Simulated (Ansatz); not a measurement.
# C2H3NO (charge -1): rigid scan of one bond length from a Python script

Wanted for C2H3NO (charge -1): a rigid scan of one bond length.

Computed with Ansatz 0.2.0 through its Python package. Level of theory: PBE0+D3(BJ)/cc-pVDZ.

**1. Starting point**

Bond lengths: N1–C2 1.282 Å, C2–C3 1.493 Å, C3–O4 1.395 Å, N1–H5 1.030 Å, C2–H6 1.087 Å, C3–H7 1.110 Å. Angles: N1–C2–C3 120.1°, N1–C2–H6 120.1°, C3–C2–H6 119.8°, C2–N1–H5 120.6°, C2–C3–O4 109.8°, C2–C3–H7 109.9°, O4–C3–H7 109.3°.

c2h3no.xyz, read by the script:

```xyz
7

N     1.40230    0.19380   -0.04490
C     0.20540   -0.20230   -0.27950
C    -0.83160   -0.12570    0.79220
O    -1.07680    1.20810    1.11900
H     2.12610    0.13560   -0.77580
H    -0.05160   -0.61350   -1.25190
H    -1.77370   -0.59600    0.44100
```

**2. The script**

scan_c2h3no.py

```python
import warnings

import ansatz
import matplotlib.pyplot as plt
import numpy as np

warnings.simplefilter("ignore", ansatz.DeckWarning)

geometry = ansatz.Crystal.molecule_from_extxyz("c2h3no.xyz")

symbols = [site.symbol for site in geometry.cartesian_sites]
start = np.array([site.position_ang for site in geometry.cartesian_sites])
axis = (start[6] - start[2]) / np.linalg.norm(start[6] - start[2])
moving = [6]
lengths, energies = [0.977, 1.021, 1.066, 1.11, 1.154, 1.199, 1.243, 1.31], []
for length in lengths:
    xyz = start.copy()
    xyz[moving] += (length - np.linalg.norm(start[6] - start[2])) * axis
    point = ansatz.Crystal.molecule()
    for symbol, place in zip(symbols, xyz):
        point = point.atom(symbol, place.tolist())
    setup = (
        point.calculation()
        .basis(gaussian="cc-pVDZ")
        .functional("PBE0", dispersion="d3bj")
        .charge(-1)
        .spin("collinear", total=1)
    )
    report = setup.run().report
    energies.append(report["free_energy_ev"])
    print(f"r = {length:6.3f} A  E = {energies[-1]:.5f} eV  <S^2> = {abs(report['mean_field']['state']['spin_squared']):.3f}")

fit = np.polynomial.Polynomial.fit(lengths, np.array(energies) - min(energies), 4).convert()
roots = [r.real for r in fit.deriv().roots() if abs(r.imag) < 1e-9 and fit.deriv(2)(r.real) > 0]
r_e = min(roots, key=lambda r: abs(r - lengths[int(np.argmin(energies))]))
print(f"minimum of the fit at {r_e:.4f} A, force constant {fit.deriv(2)(r_e):.2f} eV/A^2")
plt.figure(figsize=(4.5, 3))
plt.plot(lengths, np.array(energies) - min(energies), "o-")
plt.xlabel("bond length (A)")
plt.ylabel("E - E(min) (eV)")
plt.tight_layout()
plt.savefig("scan.png", dpi=100)
```

**3. The input behind the calls**

The package turns the script's settings into the engine's input (first run):

```yaml
crystal:
  periodic: [false, false, false]
  atoms:
    - { symbol: "N", position_ang: [1.4023, 0.1938, -0.0449] }
    - { symbol: C, position_ang: [0.2054, -0.2023, -0.2795] }
    - { symbol: C, position_ang: [-0.8316, -0.1257, 0.7922] }
    - { symbol: O, position_ang: [-1.0768, 1.2081, 1.119] }
    - { symbol: H, position_ang: [2.1261, 0.1356, -0.7758] }
    - { symbol: H, position_ang: [-0.0516, -0.6135, -1.2519] }
    - { symbol: H, position_ang: [-1.6608258441973915, -0.5396527805180269, 0.48307770249217297] }
basis:
  gaussian:
    orbitals: cc-pVDZ
hamiltonian:
  xc: pbe0
  dispersion: d3bj
magnetization:
  spin_polarized: true
  initial_magnetization: 1.0
total_charge: -1.0
```

**4. The run**

Launch:

```bash
> python scan_c2h3no.py
```

Without the output at hand: what should come out? Wanted: range of energy; lowest point, distance.

As calculated:

| quantity | value |
| --- | --- |
| bond length at the fit's minimum | 1.1302 Å |
| runs compared | 8 |
| range of energy | 0.424 eV |
| lowest point, distance (Å) | 1.11 |

What this shows: The lowest point, at 1.11, lies inside the range. The ends stand 0.424 and 0.28 eV above it. The distance scanned is the script's pair 2, 6. The rest of the molecule is held rigid at a force-field or estimated start geometry, and the basis set is modest; single-reference methods fail as a bond breaks. The species is open-shell (spin multiplicity 2). For an odd-electron ion, approximate functionals spread the charge over both fragments and lower the stretched end too much. Anions want diffuse functions, which this basis lacks.
